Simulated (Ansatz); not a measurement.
# CF, quartet: the ladder up to UCCSDT(Q)

Geometry: a PBE0/def2-TZVP stationary point for this spin. The doublet lies 3.5 eV lower here.

```xyz
2

C     0.0000    0.0000    0.0000
F     0.0000    0.0000    1.3159
```

Basis cc-pVTZ; Ansatz 0.2.0. Correlated methods freeze the noble-gas cores, which leaves 11 electrons in 58 orbitals. Prefix R: restricted or restricted open-shell reference; prefix U: unrestricted. Active spaces: valence = (11e, 8o) chosen from the atoms' valence shells.

Full CI isn't at hand for all of this; UCCSDT(Q) serves as the reference, and is uncertain by about the last step of the cluster series. The frozen core follows each run's orbitals, which can shift R against U totals by a few meV.

For open shells CISD is restricted-active-space CI with the open shells as a complete middle space.

```
UHF ⟨S²⟩                          : 3.756
T1 diagnostic (RCCSD)             : 0.0219
largest doubles amplitude (RCCSD) : 0.028
T1 diagnostic (UCCSD)             : 0.0181
```

```csv
level,E − E(RHF) (eV)
UHF,-0.0770
RMP2,-8.6298
UMP2,-8.6389
RCCSD,-8.8788
UCCSD,-8.8800
RCCSD(T),-9.1476
UCCSD(T),-9.1483
```

(1) Estimate how far UCCSDT(Q) in cc-pVTZ lies from RCCSD(T). The table doesn't fix it; the size of (T) and the diagnostics are the guide.

(1) UCCSDT(Q) in cc-pVTZ lies 23 meV below RCCSD(T), which is 8 % of the (T) step (-269 meV). The diagnostics are small and one determinant leads, so the series closes fast and only a small part of (T) is left.

The other levels:

```csv
level,E − E(UCCSDT(Q)) (meV),share of correlation (%),wall time
CISD,686,92.52,28 s
BCCD(T),22,99.76,2.4 s
RCCSDT,11,99.88,–
UCCSDT,10,99.89,–
RCCSDT(Q),4,99.95,8.5 s (H100)
CASSCF (valence space),8201,10.57,–
NEVPT2 (valence space),1131,87.66,0.87 s
MRCISD (valence space),545,94.06,–
MRCISD+Q (valence space),130,98.58,2.2 s (H100)
```

The correlation energy at UCCSDT(Q), counted from RHF, is -9.170 eV. That run took 5.5 s on 2 threads of AMD EPYC 7R13 with a shared H100 80 GB, shared host.

Times hold each run's SCF and search for its determinant on a shared host, so for small cases they say little of a method's own cost; rows without a card ran on 1 thread of AMD EPYC 7R13.

Natural occupations of CASSCF (valence space) about the gap: 1.996 1.975 1.004 1.004 1.001 0.025; effectively unpaired electrons, Σ n²(2−n)², 3.00.
